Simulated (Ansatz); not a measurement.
Z-matrix (Å, degrees):
```
C
O 1 1.416
H 1 1.092 2 111.4
H 1 1.092 2 111.4 3 -122.3
H 1 1.089 2 105.7 3 118.9
C 2 1.348 1 119.9 3 61.7
C 6 1.333 2 129.1 1 -0.8
C 6 1.490 2 111.0 1 179.2
F 7 1.349 6 125.2 2 -0.1
H 7 1.080 6 121.9 2 180.0
H 8 1.089 6 111.3 2 179.9
H 8 1.093 6 110.1 2 -59.4
H 8 1.093 6 110.1 2 59.1
```

Charge 0, multiplicity 1.

Task: List the ωB97M-V/def2-TZVPP orbital energies in eV (Ansatz 0.2.0). (An estimate is asked.)

Result: Computed: Occupied: -677.63, -526.93, -283.18, -283.08, -282.71, -281.48, -36.69, -32.67, -25.14, -22.50, -22.02, -18.90, -17.43, -16.93, -16.16, -15.35, -15.14, -14.26, -13.72, -13.62, -13.39, -11.86, -11.74, -8.58. Lowest empty: 2.89, 3.24, 3.27, 3.83, 4.37, 4.71, 4.97, 5.31.
